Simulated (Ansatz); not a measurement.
## Ansatz (development build ahead of 0.2.0) run

```yaml
crystal:
  periodic: [false, false, false]
  atoms:
    - { symbol: "N", position_ang: [0.55, 0.0, 3.3] }
    - { symbol: "N", position_ang: [-0.55, 0.0, 3.3] }
    - { symbol: F, position_ang: [0.71, 0.0, 0.0] }
    - { symbol: F, position_ang: [-0.71, 0.0, 0.0] }
basis:
  gaussian: { orbitals: "6-31G" }
hamiltonian:
  xc: hf
```

The input is written out in the form of the current development build from the run's settings.

Output:

```json
{
  "Converged": "yes",
  "Total energy": "-307.51371 hartree",
  "Spin squared of the determinant": "0.000"
}
```
